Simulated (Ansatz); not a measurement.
System: hcp Lu. Method: PBEsol (Ansatz, a quantum-chemistry and plane-wave program, PAW).

Settings: plane-wave cutoff 520 eV, 18×18×10 k mesh (along the axes of the cell as run), Fermi–Dirac smearing 0.05 eV, scalar-relativistic PAW data made under PBE.

Energies at three volumes about the minimum:

```csv
V (Å³/atom),E − E_lowest (meV/atom)
26.935,1.77
27.485,0.00
28.035,1.68
```

### Question
Fit a parabola by hand: where is the minimum, and what is the bulk modulus?

### Answer
Slopes: (0.00 − 1.77)/(27.485 − 26.935) = -3.218 and (1.68 − 0.00)/(28.035 − 27.485) = 3.055 meV/Å³. Curvature E″ = 2 × (3.055 − (-3.218))/(28.035 − 26.935) = 11.405 meV/Å⁶. From the middle of the first interval, the slope vanishes at V0 = 27.2100 − (-3.218)/11.405 = 27.492 Å³/atom. B = V0 E″ = 27.492 × 11.405 meV/Å³ × 0.1602 GPa per meV/Å³ = 50.2 GPa. The full Birch–Murnaghan fit to all volumes gives V0 = 27.484 Å³/atom and B0 = 50.2 GPa.

Shape and atoms are relaxed at each volume.

Measured, for comparison: bulk modulus 47.6 GPa (room temperature, no zero-point or thermal correction; as tabulated in Wikipedia's data pages); equilibrium volume per atom 29.52 Å³/atom (room temperature, no zero-point or thermal correction; as tabulated in Söderlind et al. (2014), doi:10.1088/0953-8984/26/41/416001). Computed less measured: bulk modulus +5 %, equilibrium volume per atom -6.9 %. A static lattice is as a rule a little smaller and stiffer than an uncorrected measurement, which can account for part of this in the bulk modulus.
